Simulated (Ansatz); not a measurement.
# CH8Si2: the cost of one run

Method: RKS r2SCAN-D4/6-31G*, in Ansatz 0.2.0.

### 1 Starting point

Bond lengths: Si1–C2 1.870 Å, C2–H3 1.110 Å, C2–H4 1.110 Å, C2–H5 1.110 Å, Si1–H6 1.460 Å, Si1–H7 1.459 Å, Si1–Si8 2.218 Å, Si8–H9 1.460 Å, Si8–H10 1.460 Å, Si8–H11 1.460 Å. Angles (14 of 18 angles, heavy atoms first): C2–Si1–Si8 109.5°, Si1–C2–H3 109.5°, Si1–C2–H4 109.5°, Si1–C2–H5 109.5°, C2–Si1–H6 109.5°, C2–Si1–H7 109.5°, H6–Si1–Si8 109.5°, H7–Si1–Si8 109.5°, Si1–Si8–H9 109.5°, Si1–Si8–H10 109.5°, Si1–Si8–H11 109.5°, H3–C2–H4 109.4°, H3–C2–H5 109.4°, H4–C2–H5 109.4°.

As a file:

```xyz
11

Si    0.0000    0.0000    0.0000
C     0.0000    0.0000    1.8700
H    -0.9996   -0.3092    2.2405
H     0.7676   -0.7111    2.2405
H     0.2320    1.0203    2.2405
H     1.3768    0.0000   -0.4862
H    -0.6877    1.1914   -0.4862
Si   -1.0456   -1.8115   -0.7393
H    -1.7029   -2.4846    0.3772
H    -2.0454   -1.4265   -1.7311
H    -0.0777   -2.7173   -1.3511
```

### 2 Relaxing the start

input.yaml

```yaml
crystal:
  periodic: [false, false, false]
  atoms:
    - { symbol: Si, position_ang: [0.0, 0.0, 0.0] }
    - { symbol: C, position_ang: [0.0, 0.0, 1.87] }
    - { symbol: H, position_ang: [-0.9996, -0.3092, 2.2405] }
    - { symbol: H, position_ang: [0.7676, -0.7111, 2.2405] }
    - { symbol: H, position_ang: [0.232, 1.0203, 2.2405] }
    - { symbol: H, position_ang: [1.3768, 0.0, -0.4862] }
    - { symbol: H, position_ang: [-0.6877, 1.1914, -0.4862] }
    - { symbol: Si, position_ang: [-1.0456, -1.8115, -0.7393] }
    - { symbol: H, position_ang: [-1.7029, -2.4846, 0.3772] }
    - { symbol: H, position_ang: [-2.0454, -1.4265, -1.7311] }
    - { symbol: H, position_ang: [-0.0777, -2.7173, -1.3511] }
basis:
  gaussian: { orbitals: "6-31G*" }
hamiltonian:
  xc: r2scan
  dispersion: d4
relax:
  f_tol: 0.02
  max_steps: 40
output:
  orbitals: {}
```

The run is started by

```console
$ ansatz run input.yaml --threads 1 --pin off --max-ram 2048MiB --backend cpu --events-out ev --progress --plain --runs-dir out
```

What time and memory should one allow on 1 thread of Intel Xeon Platinum 8488C (Sapphire Rapids), shared host?

About 44 s, with a peak of 0.15 GiB.
